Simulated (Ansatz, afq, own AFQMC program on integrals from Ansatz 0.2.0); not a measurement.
## Al₂H₂, triplet → Al2H2⁺, doublet

```yaml
atoms:
  - { symbol: Al, position_ang: [0.0000, 0.0000, 1.1500] }
  - { symbol: Al, position_ang: [0.0000, 0.0000, -1.1500] }
  - { symbol: H, position_ang: [0.0000, 0.0000, 2.7245] }
  - { symbol: H, position_ang: [0.0000, 0.0000, -2.7245] }
```

Connectivity, by distances: AlH–AlH.

E(doublet, charge +1) − E(triplet, charge +0) at this geometry, on UHF and UHF determinants.

Basis cc-pVDZ. Noble-gas cores (and the filled d shells of Ga–Kr and In–Xe) are frozen. AFQMC by an in-house program on the Cholesky factors that Ansatz 0.2.0 writes for its CCSD(T) run. The CISD trial takes its coefficients from CCSD amplitudes. Released means that phaseless walkers are propagated on without the constraint, phases kept. Uncertainties: one standard error, sampling alone. The errors of all members are added in quadrature.

No full CI on the walks' own integrals is used here; CCSDT(Q) serves as the reference and is uncertain by about the last step of the cluster series. Each member takes its own surest rung, up to full CI.

The best estimate is CCSD(T) at the basis-set limit (CBS: def2-TZVPP and def2-QZVPP, with their diffuse functions for anions and beside diffuse sets, CCSD(T) itself extrapolated) plus the step from CCSD(T) to CCSDT(Q) in cc-pVDZ. Rows without CBS are in cc-pVDZ, the functionals in def2-TZVP; B2PLYP and the wave-function rows carry a basis error of their own. Core correlation and relativity beyond core potentials are missing, and ± holds the sampling alone.

Cautions: Al₂H₂ (triplet): the released energies are still falling, so no released level is given (meV from the phaseless value at times in 1/Eh: -2.5 ± 1.6 at 0.24, -6.2 ± 1.4 at 0.51, -9.0 ± 1.3 at 0.99, -13.0 ± 1.2 at 1.62, -16.4 ± 2.1 at 2.40), though the last usable value meets CCSDT(Q) within the noise, its ph-AFQMC/CISD value lies 18.6 ± 2.1 meV above CCSDT(Q); Al₂H₂⁺ (doublet): full CI with its own frozen core.

| level | vertical ionization energy (kcal/mol) |
| --- | --- |
| r2SCAN | 163.6 |
| MP2 | 154.7 |
| HF | 145.0 |

Task: From these cheaper values, estimate the vertical ionization energy at the level of the best estimate.

Result: 159.6 kcal/mol (best estimate, highest rung CCSDT(Q)).

```
        level  vertical ionization energy (kcal/mol)  error against the best estimate (kcal/mol)
         CCSD                                  155.3                                        -4.3
      CCSD(T)                                  156.4                                        -3.1
        CCSDT                                  156.7                                        -2.9
     CCSDT(Q)                                  156.8                                        -2.8
ph-AFQMC/CISD                           156.6 ± 0.06                                 -3.0 ± 0.06
       HF/CBS                                  144.5                                       -15.1
      MP2/CBS                                  157.1                                        -2.5
  CCSD(T)/CBS                                  159.2                                        -0.3
          PBE                                  161.8                                         2.2
         PBE0                                  161.2                                         1.6
        B3LYP                                  158.3                                        -1.3
      wB97M-V                                  155.7                                        -3.8
       B2PLYP                                  155.9                                        -3.7
```

Correlation beyond CCSD(T) adds 0.3 kcal/mol. Going to the basis-set limit adds 2.8 kcal/mol at CCSD(T). The perturbative (T) step is worth +1.1 kcal/mol. The functionals spread over 7.9 kcal/mol; B3LYP and PBE0 come nearest and r2SCAN is 4.0 kcal/mol too high.

Best estimates are given only where the step beyond CCSD(T) is under 0.3 eV and no member's determinant is very poor (T1 over 0.05, or 0.07 for open shells, ⟨S²⟩ too high by 0.3, two states mixed), so the hardest cases are missing from such tables.

The functionals ran in a triple-zeta set and keep a basis error of their own, a few kJ/mol for each bond in atomization energies and more for double hybrids, so close places among them and the extrapolated levels can swap.

CCSDT and higher add their correlation energy to the determinant of the CCSD(T) run, since their own runs factorise the integrals more tightly (a shift of under 2 meV). Each member of a difference takes its own highest rung, so a best estimate needn't equal the limit plus the step of one row. A walk keeps the symmetry of its determinant, which the program's search chose and which needn't be the lowest solution, so a lower state of the same spin and another symmetry isn't excluded.
